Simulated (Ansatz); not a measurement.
Elements on the sites of an ideal rutile lattice, at a guessed lattice constant:

```yaml
crystal:
  lattice:
    - [0.00000, -3.94976, 2.56735]
    - [-3.94976, 0.00000, 2.56735]
    - [-3.94976, -3.94976, -2.56735]
  atoms:
    - { symbol: O, position: [0.23167, 0.23167, 0.46333] }
    - { symbol: O, position: [0.56500, 0.56500, 0.13000] }
    - { symbol: O, position: [0.89833, 0.89833, 0.79667] }
    - { symbol: O, position: [0.10167, 0.10167, 0.20333] }
    - { symbol: O, position: [0.43500, 0.43500, 0.87000] }
    - { symbol: O, position: [0.76833, 0.76833, 0.53667] }
    - { symbol: O, position: [0.63833, 0.02833, 0.16667] }
    - { symbol: O, position: [0.97167, 0.36167, 0.83333] }
    - { symbol: O, position: [0.30500, 0.69500, 0.50000] }
    - { symbol: O, position: [0.02833, 0.63833, 0.16667] }
    - { symbol: O, position: [0.36167, 0.97167, 0.83333] }
    - { symbol: O, position: [0.69500, 0.30500, 0.50000] }
    - { symbol: Si, position: [0.33333, 0.33333, 0.66667] }
    - { symbol: Si, position: [0.00000, 0.00000, 0.00000] }
    - { symbol: Si, position: [0.33333, 0.33333, 0.16667] }
    - { symbol: Si, position: [0.66667, 0.66667, 0.83333] }
    - { symbol: Si, position: [0.00000, 0.00000, 0.50000] }
    - { symbol: Ti, position: [0.66667, 0.66667, 0.33333] }
```

Cell and atoms were relaxed without symmetry on coarser meshes and computed once more. Computed with Ansatz 0.2.0, DFT PBE, scalar-relativistic, plane waves, PAW.

Cutoff 420 eV; k points 5×5×4 on the computed 18-atom cell (Γ-centred); Gaussian smearing, width 0.02 eV; no spin polarisation.

The relaxation ran on 3×3×2 (shifted) and then 4×4×3 k points with a smearing of 0.1 eV, from sites shaken by 0.02 Å.

Task: What does the relaxation give?

Result: A volume of 8.48 Å³/atom and a gap on the mesh of 1.91 eV. It lies 2.62 eV/atom below the elements' standard states (static lattices, no corrections for gases). The atoms leave their sites by 0.07 Å (root mean square) and 0.12 Å at most, and the cell stretches by up to 1.3 % at fixed volume.

```
O Si Ti
1.0
    -0.01935   -4.30293    2.74258
    -4.30302   -0.01936    2.74257
    -4.32907   -4.32895   -2.75285
O Si Ti
12 5 1
Direct
  0.22860 0.22865 0.45919
  0.56151 0.56161 0.11614
  0.89641 0.89647 0.80079
  0.10274 0.10285 0.20592
  0.43496 0.43506 0.86434
  0.76981 0.76993 0.54900
  0.64577 0.04672 0.15358
  0.97436 0.35704 0.83256
  0.28470 0.68563 0.51153
  0.04659 0.64587 0.15363
  0.35697 0.97447 0.83257
  0.68557 0.28484 0.51153
  0.32868 0.32875 0.66990
  0.00269 0.00277 0.99529
  0.33328 0.33344 0.15773
  0.66569 0.66576 0.83257
  0.99799 0.99816 0.50740
  0.66558 0.66584 0.33259
```

The gap is read on a mesh, which can miss the band edges, so it can be too wide.

Cost: 2 runs of about 3.6 core-minutes in all (earlier runs that led there not counted), on Arm Neoverse V2 (shared hosts).